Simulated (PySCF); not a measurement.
## Nitrogen: a sound run and one with changed settings

Sound run: N [He] 2s2 2p3, N⁺ [He] 2s2 2p2. Calculation: PySCF 2.14, in aug-cc-pVDZ; the non-relativistic Hamiltonian (point nucleus). The sound run starts from symmetry-adapted Hartree-Fock orbitals and uses a fine grid where one is needed.

Changed run: radial step 0.3 in ln r (0.13 in the sound run). This setting is unsound on purpose.

```
species  method  sound run (hartree)  changed run (hartree)  converged
      N     UHF            -54.39318              -54.39318        yes
      N    TPSS            -54.60359              -54.60466        yes
      N   M06-L            -54.59201              -54.59090        yes
     N⁺     UHF            -53.88126              -53.88126        yes
     N⁺    TPSS            -54.06411              -54.06464        yes
     N⁺   M06-L            -54.04573              -54.04761        yes
```

Ionisation energy of N:

```csv
method,sound run (eV),changed run (eV)
UHF,13.930,13.930
TPSS,14.680,14.695
M06-L,14.865,14.784
```

A coarse radial grid mis-integrates the density and the exchange-correlation energy, with errors of either sign; Hartree-Fock needs no grid.

For comparison, NIST gives 14.534 eV between the lowest levels.
